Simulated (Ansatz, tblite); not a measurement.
**The cluster Pd₄: rung by rung**

How do method and basis change the picture of the cluster Pd₄ (singlet)?

Method: as each input shows; program: Ansatz 0.2.0, Gaussian basis.

Levels to be run: GFN1-xTB, GFN2-xTB, PBE-D4/def2-TZVP, r2SCAN-D4/def2-TZVP, LDA/def2-TZVP, r2SCAN0-D4/def2-TZVP, B3LYP-D4/def2-TZVP, B97M-V/def2-TZVP, HF/def2-TZVP, PBE-D4/def2-SVP, PBE0-D4/def2-SVP, PBE0-D4/def2-TZVPD, PBE-D4/def2-TZVPD, r2SCAN-D4/def2-TZVPD, CCSD(T)/def2-SVP, MP2/def2-TZVP.

4 further runs of the same task are left out: 1 that didn't finish, 3 set aside as unsound or not needed. Runs told in other sessions of the task aren't counted.

### 1 The structure

The geometry is that of the singlet, from an earlier relaxation (r2SCAN-D4/def2-SVP). At that level it is the lowest of the isomers that a small search found.

4 atoms, charge 0, spin multiplicity 1.

Bond lengths: Pd1–Pd2 2.721 Å, Pd1–Pd3 2.521 Å, Pd1–Pd4 2.521 Å, Pd2–Pd3 2.521 Å, Pd2–Pd4 2.521 Å, Pd3–Pd4 2.721 Å. Angles: Pd2–Pd1–Pd3 57.3°, Pd2–Pd1–Pd4 57.3°, Pd3–Pd1–Pd4 65.3°, Pd1–Pd2–Pd3 57.3°, Pd1–Pd2–Pd4 57.3°, Pd3–Pd2–Pd4 65.3°, Pd1–Pd3–Pd2 65.3°, Pd1–Pd3–Pd4 57.3°, Pd2–Pd3–Pd4 57.3°, Pd1–Pd4–Pd2 65.3°, Pd1–Pd4–Pd3 57.3°, Pd2–Pd4–Pd3 57.3°.

Coordinates:

```mol
Pd4
  3D, bonds by distance, orders not assigned

  4  6  0  0  0  0  0  0  0  0999 V2000
   -0.9419    0.6906    1.0722 Pd  0  0
    0.4596    0.8541   -1.2541 Pd  0  0
   -0.8530   -1.1951   -0.5979 Pd  0  0
    1.3353   -0.3496    0.7799 Pd  0  0
  1  2  8  0
  1  3  8  0
  1  4  8  0
  2  3  8  0
  2  4  8  0
  3  4  8  0
M  END
```

Pd takes a core potential in the def2 sets. No spin-orbit coupling is included.

PBE0-D4/def2-TZVP was run before; its log isn't repeated, and its numbers join the tables.

### 2 GFN1-xTB

Tight binding, by tblite at 300 K electronic temperature and without a spin-polarisation term:

```python
tblite.interface.Calculator('GFN1-xTB', numbers, positions, charge=0, uhf=0).singlepoint()
```

Energy -482.8487 eV, HOMO -9.39 eV, LUMO -9.20 eV; 0.004 s.

### 3 GFN2-xTB

Tight binding, by tblite at 300 K electronic temperature and without a spin-polarisation term:

```python
tblite.interface.Calculator('GFN2-xTB', numbers, positions, charge=0, uhf=0).singlepoint()
```

Energy -491.3675 eV, HOMO -7.84 eV, LUMO -7.67 eV; 0.004 s.

### 4 PBE-D4/def2-TZVP

start.molden holds the orbitals of an earlier run on this state, given as this run's starting guess.

in.yaml reads:

```yaml
crystal:
  periodic: [false, false, false]
  atoms:
    - {symbol: Pd, position_ang: [-0.941871, 0.690571, 1.072185]}
    - {symbol: Pd, position_ang: [0.459551, 0.854121, -1.254148]}
    - {symbol: Pd, position_ang: [-0.853006, -1.195139, -0.597906]}
    - {symbol: Pd, position_ang: [1.335327, -0.349552, 0.779869]}
basis:
  gaussian: {orbitals: def2-TZVP, initial_orbitals: start.molden}
hamiltonian: {xc: pbe, dispersion: d4}
scf: {omitted_lower_state_checks: [starts]}
output: {orbitals: {seedname: orbitals}}
```

Command:

```bash
> ansatz run in.yaml --threads 4 --pin off --events-out ev --progress --plain --max-ram 3916MiB
```

After this run come: r2SCAN-D4/def2-TZVP; LDA/def2-TZVP; r2SCAN0-D4/def2-TZVP; B3LYP-D4/def2-TZVP; B97M-V/def2-TZVP; HF/def2-TZVP; PBE-D4/def2-SVP; PBE0-D4/def2-SVP; PBE0-D4/def2-TZVPD; PBE-D4/def2-TZVPD; r2SCAN-D4/def2-TZVPD; CCSD(T)/def2-SVP; MP2/def2-TZVP.

Before running them: what should the planned runs give, taken together? Wanted: gap in def2-TZVP, named functionals and Hartree-Fock, smallest and largest; correlation energy, CCSD(T)/def2-SVP; correlation energy, MP2/def2-TZVP; binding an atom, functionals in def2-TZVP; PBE0 total energy, smallest basis above largest.

As calculated:

| quantity | value |
| --- | --- |
| gap in def2-TZVP, named functionals and Hartree-Fock, smallest and largest | 0.01 eV (B97M-V), 6.81 eV (HF) |
| correlation energy, CCSD(T)/def2-SVP | -43.34 eV |
| correlation energy, MP2/def2-TZVP | -53.84 eV |
| binding an atom, functionals in def2-TZVP | 1.19 (PBE0-D4) to 2.22 eV (LDA) |
| PBE0 total energy, smallest basis above largest | 3.59 eV (def2-SVP, def2-TZVP) |

Over the named functionals and Hartree-Fock in def2-TZVP the gap runs from 0.01 eV (B97M-V) to 6.81 eV (HF); exact exchange widens it. LDA, PBE-D4, r2SCAN-D4 leave an empty level below a filled one, so this occupation isn't an aufbau state there; left out of the range. Notes on CCSD(T)/def2-SVP: state flagged by the program.
